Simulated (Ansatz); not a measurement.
This was printed by a script on Ansatz 0.2.0, Python API, for harmonic frequencies at the relaxed geometry of CH3FSi, SMILES C[Si]F. What did the script look like? Level of theory (for the species named): CAM-B3LYP, def2-SVP basis, multiplicity 1.

```xyz
6

C    -0.3082    0.3455   -0.1817
Si    0.4526   -0.5827    1.1460
F     1.4153   -1.6423    0.4567
H    -0.9724    1.1442    0.2143
H     0.3840    0.9157   -0.8183
H    -0.9292   -0.2444   -0.8632
```

```console
$ python freq.py
pair        before    after (A)
C0-Si1       1.7897   1.8928
C0-H3        1.1117   1.1005
C0-H4        1.0998   1.1048
C0-H5        1.0946   1.1048
Si1-F2       1.5889   1.6387
frequencies (1/cm): 69 272 538 665 744 869 1247 1410 1423 3027 3112 3149
imaginary modes: 0  zero-point energy: 1.0245 eV
T (K)   F_vib (eV)   S_vib (meV/K)   C_vib (meV/K)
 298.1      0.9798        0.3105          0.3220
 398.1      0.9434        0.4175          0.4196
 498.1      0.8965        0.5204          0.4990
deuterated (1/cm): 52 244 405 588 615 864 985 1024 1030 2175 2301 2333
zero-point energy falls by 0.2424 eV
```

One script that gives this output:

`freq.py`:
```python
"""Harmonic frequencies of CH3FSi at its relaxed geometry."""

import itertools
import warnings

import ansatz as az
from ase import Atoms
from ase.data import atomic_numbers, covalent_radii
import numpy as np


def main() -> None:
    warnings.simplefilter("ignore", az.DeckWarning)

    atoms = Atoms(["C", "Si", "F", "H", "H", "H"], positions=[
        (-0.3082, 0.3455, -0.1817),
        (0.4526, -0.5827, 1.146),
        (1.4153, -1.6423, 0.4567),
        (-0.9724, 1.1442, 0.2143),
        (0.384, 0.9157, -0.8183),
        (-0.9292, -0.2444, -0.8632),
    ])
    molecule = az.Crystal.molecule_from_ase(atoms)

    setup = (
        molecule.calculation()
        .basis(gaussian="def2-SVP")
        .functional("CAM-B3LYP")
    )
    symbols = [site.symbol for site in molecule.cartesian_sites]
    start = np.array([site.position_ang for site in molecule.cartesian_sites], dtype=float)
    r = setup.relax(force_tolerance=0.003, max_steps=100).run(threads=1).report
    end = np.array(r["positions_ang"])

    # pairs closer than 1.2 times the sum of covalent radii, before or after
    radius = [covalent_radii[atomic_numbers[s]] for s in symbols]
    span = lambda where, i, j: np.linalg.norm(where[i] - where[j])
    bonded = [(i, j) for i, j in itertools.combinations(range(len(symbols)), 2) if min(span(start, i, j), span(end, i, j)) < 1.2 * (radius[i] + radius[j])]
    print("pair        before    after (A)")
    for i, j in bonded:
        print(f"{symbols[i]}{i}-{symbols[j]}{j}".ljust(10), f"{span(start, i, j):8.4f} {span(end, i, j):8.4f}")

    # same settings at the minimum
    minimum = az.Crystal.molecule()
    for symbol, place in zip(symbols, end):
        minimum = minimum.atom(symbol, place.tolist())
    vibrating = (
        minimum.calculation()
        .basis(gaussian="def2-SVP")
        .functional("CAM-B3LYP")
        .phonons(temperatures=(298.15, 498.15, 100))
    )
    vib = vibrating.run(threads=1).report["vibrations"]
    sums = vib["harmonic_sums"]
    modes = [m["omega_inv_cm"] for m in sums["modes_at_gamma"] if m["rigid_motion"] == "no"]
    print("frequencies (1/cm):", " ".join(f"{w:.0f}" for w in modes))
    print("imaginary modes:", sum(w < 0 for w in modes), " zero-point energy:", round(sums["zero_point_energy_ev"], 4), "eV")
    print("T (K)   F_vib (eV)   S_vib (meV/K)   C_vib (meV/K)")
    for row in zip(sums["temperatures_k"], sums["vibrational_free_energy_ev"], vib["entropy_ev_per_k"], vib["heat_capacity_ev_per_k"]):
        print(f"{row[0]:6.1f} {row[1]:11.4f} {1000 * row[2]:13.4f} {1000 * row[3]:15.4f}")

    # all hydrogen replaced by deuterium
    heavier = vibrating.phonons(masses={"H": 2.014102}).run(threads=1).report["vibrations"]["harmonic_sums"]
    print("deuterated (1/cm):", " ".join(f"{m['omega_inv_cm']:.0f}" for m in heavier["modes_at_gamma"] if m["rigid_motion"] == "no"))
    print("zero-point energy falls by", round(sums["zero_point_energy_ev"] - heavier["zero_point_energy_ev"], 4), "eV")


if __name__ == "__main__":
    main()
```

The frequencies are harmonic and unscaled, in a modest basis. The result belongs to the one conformer reached from this start, and soft torsions count as harmonic oscillators. It ran for 98 s on 1 thread of Arm Neoverse V1, on a shared host, peak memory 0.21 GiB.
